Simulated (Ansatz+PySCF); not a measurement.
Values are calculated unless marked as measured or tabulated.
Input for Ansatz (development build ahead of 0.2.0):

```yaml
crystal:
  periodic: [false, false, false]
  atoms:
    - { symbol: B, position_ang: [0.0, 0.0, -0.62618] }
    - { symbol: H, position_ang: [0.0, 0.0, 3.13089] }
basis:
  gaussian: { orbitals: cc-pVDZ }
hamiltonian:
  xc: pbe
output:
  forces: true
```

The input is written out in the form of the current development build from the run's settings.

The run gave:

| Property | Result |
| --- | --- |
| Converged | yes |
| Total energy | -25.07585 hartree |
| Spin squared of the determinant | 0.000 |
| Stability test | minimum among restricted orbitals |

Forces (eV/Å):
| atom | Fx | Fy | Fz |
| --- | --- | --- | --- |
| B1 | 0.000 | 0.000 | 0.624 |
| H2 | 0.000 | 0.000 | -0.624 |

Caution: charge can spread falsely over distant fragments; an unrestricted determinant lies well below.
